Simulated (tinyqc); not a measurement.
Worked calculation: ROHF in the sto-6g basis, for OH+, spin multiplicity 3. One step of it, computed by the program tinyqc.

Task: Iteration 1: Roothaan effective Fock matrix. With projectors Pc = D(beta) S, Po = (D(alpha) - D(beta)) S, Pv = 1 - D(alpha) S, the block xy is Px^T F Py; with Fc = (F(alpha) + F(beta))/2, the blocks are Fc for cc, oo, vv and cv, F(beta) for co and F(alpha) for ov.

F(alpha) (hartree), lower triangle:
```
             1O 1s      1O 2s     1O 2px     1O 2py     1O 2pz      2H 1s
1O 1s   -21.382212
1O 2s    -5.189209  -3.018979
1O 2px    0.000000   0.000000  -1.150711
1O 2py    0.000000   0.000000   0.000000  -1.150711
1O 2pz   -0.026027  -0.100849   0.000000   0.000000  -1.104982
2H 1s    -0.862978  -1.050758   0.000000   0.000000  -0.644542  -0.856766
```

F(beta) (hartree), lower triangle:
```
             1O 1s      1O 2s     1O 2px     1O 2py     1O 2pz      2H 1s
1O 1s   -21.330688
1O 2s    -5.110920  -2.657651
1O 2px    0.000000   0.000000  -0.222587
1O 2py    0.000000   0.000000   0.000000  -0.222587
1O 2pz   -0.026027  -0.100849   0.000000   0.000000  -1.010060
2H 1s    -0.848073  -0.965614   0.000000   0.000000  -0.627557  -0.829712
```

D(alpha) at the start, lower triangle:
```
            1O 1s      1O 2s    1O 2px    1O 2py    1O 2pz     2H 1s
1O 1s    1.042448
1O 2s   -0.180936   0.796433
1O 2px   0.000000   0.000000  1.000000
1O 2py   0.000000   0.000000  0.000000  1.000000
1O 2pz   0.046360  -0.182684  0.000000  0.000000  0.874284
2H 1s   -0.077674   0.232623  0.000000  0.000000  0.134424  0.110979
```

D(beta) at the start, lower triangle:
```
            1O 1s      1O 2s    1O 2px    1O 2py    1O 2pz     2H 1s
1O 1s    1.042448
1O 2s   -0.180936   0.796433
1O 2px   0.000000   0.000000  0.000000
1O 2py   0.000000   0.000000  0.000000  0.000000
1O 2pz   0.046360  -0.182684  0.000000  0.000000  0.874284
2H 1s   -0.077674   0.232623  0.000000  0.000000  0.134424  0.110979
```

overlap S, lower triangle:
```
           1O 1s     1O 2s    1O 2px    1O 2py    1O 2pz     2H 1s
1O 1s   1.000000
1O 2s   0.231145  1.000000
1O 2px  0.000000  0.000000  1.000000
1O 2py  0.000000  0.000000  0.000000  1.000000
1O 2pz  0.000000  0.000000  0.000000  0.000000  1.000000
2H 1s   0.038282  0.378003  0.000000  0.000000  0.333216  1.000000
```

Give: effective F.

Result:

effective F (hartree), lower triangle:
```
           1O 1s    1O 2s   1O 2px   1O 2py   1O 2pz    2H 1s
1O 1s   -21.3564
1O 2s    -5.1501  -2.8383
1O 2px    0.0000   0.0000  -0.6866
1O 2py    0.0000   0.0000   0.0000  -0.6866
1O 2pz   -0.0260  -0.1008   0.0000   0.0000  -1.0575
2H 1s    -0.8555  -1.0082   0.0000   0.0000  -0.6360  -0.8432
```
